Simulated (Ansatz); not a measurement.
C$_{2}$HNa (`C#[C][Na]`). Charge 0, multiplicity 1.

```xyz
4

C     0.820    0.364    0.019
C    -0.297   -0.132   -0.007
Na   -2.319   -1.029   -0.055
H     1.795    0.798    0.042
```

Q: What are the harmonic wavenumbers in cm⁻¹ at PBE0-D4/def2-TZVP (Ansatz, finite differences of forces, unscaled)? (Estimate.)

A: The calculation gave: 129, 129, 394, 683, 683, 2028, 3437.

Q: Is this a minimum?

A: Yes, all 7 modes are real.

Q: Give the ideal-gas thermochemistry at 298.15 K and 1 bar (rigid rotor, harmonic oscillator; point group C∞v, symmetry number 1).

A: Zero-point energy 44.8 kJ/mol; H(298) − E = 58.5 kJ/mol; entropy 257.2 J/(mol·K), of which translation 157.1, rotation 68.4, vibration 31.7; G(298) − E = -18.2 kJ/mol.
